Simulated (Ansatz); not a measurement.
We consider rock-salt SnTe (cubic form, which distorts at low temperature), described by LC-ωPBE in Ansatz (plane waves, PAW).

Numerical settings: plane-wave cutoff 460 eV, 8×8×8 k mesh, Fermi–Dirac smearing 0.01 eV, scalar-relativistic PAW data made under PBE.

Energies at three volumes about the minimum:

```json
[
 {"V (Å³/atom)": "31.236", "E − E_lowest (meV/atom)": "0.89"},
 {"V (Å³/atom)": "31.675", "E − E_lowest (meV/atom)": "0.00"},
 {"V (Å³/atom)": "32.467", "E − E_lowest (meV/atom)": "3.10"}
]
```

Fit a parabola by hand: where is the minimum, what lattice constant follows, and what is the bulk modulus?

Slopes: (0.00 − 0.89)/(31.675 − 31.236) = -2.027 and (3.10 − 0.00)/(32.467 − 31.675) = 3.914 meV/Å³. Curvature E″ = 2 × (3.914 − (-2.027))/(32.467 − 31.236) = 9.652 meV/Å⁶. From the middle of the first interval, the slope vanishes at V0 = 31.4555 − (-2.027)/9.652 = 31.666 Å³/atom. B = V0 E″ = 31.666 × 9.652 meV/Å³ × 0.1602 GPa per meV/Å³ = 49.0 GPa. With 8 atoms in the cube, a = (8 × 31.666)^(1/3) = 6.327 Å. The full Birch–Murnaghan fit to all volumes gives V0 = 31.656 Å³/atom and B0 = 50.0 GPa.

Measured, for comparison: bulk modulus 37.8 GPa (temperature not stated, not corrected to a static lattice; as tabulated in Toher et al. (2017), arXiv:1611.05714); lattice constant a 6.316 Å (room temperature, not corrected to a static lattice; as tabulated in Maiti et al. (2022), arXiv:2109.01420). Computed (rounded) less measured: bulk modulus +32 %.

Note: symmetry holds this phase in the static calculation, where it need not be a minimum.

Ansatz is an electronic-structure program.
